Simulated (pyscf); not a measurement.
HS–GeH₃ + H atom (H•) -> H₂S + GeH₃• (substitution at S; doublet surface; Ge–S broken, H–S formed). Single points on ωB97X-D3(BJ)/def2-SVP structures (PySCF, gas phase). MP2 and CC: frozen core, UHF for open shells. ΔMP2 is the change of the MP2 total energy from the triple- to the quadruple-zeta basis. Rate constants from transition-state theory, CCSD(T)/def2-TZVPP + ΔMP2(QZVPP) energies (ideal gas, 1 atm, RRHO with modes under 100 cm⁻¹ raised to 100, one conformer, R ln 2 for rigid chiral ones; no tunnelling), k in cm³ molecule⁻¹ s⁻¹.

```tsv
T (K)	1000/T	log10 k
298	3.354	-14.00
600	1.667	-12.11
900	1.111	-11.37
1200	0.833	?
```

Fit an Arrhenius line to the three values, give the activation energy, and predict k at 1200 K.

Least squares gives log10 k = -10.12 − 1.16 × 1000/T, so Ea = 1.16 × ln 10 × 1.987 = 5.3 kcal/mol, against an electronic barrier of 3.8. At 1200 K the line gives -11.09; the computed value is -10.94 (ΔG‡ = 30.5 kcal/mol), a factor 1.4 over the line, since the plot is curved. One saddle was located; it need not be the lowest between these sides. The angle at the attacked S is 165°. The CCSD(T) − MP2 part came from Ansatz, without density fitting, on the same reference. The frozen core leaves the outer d or s,p core shells of the metals and heavy elements correlated in the MP2 and CC values, and def2-TZVPP describes them poorly, which can shift differences by a few kcal/mol. Elements up to Kr have no core potential and no relativistic terms here.
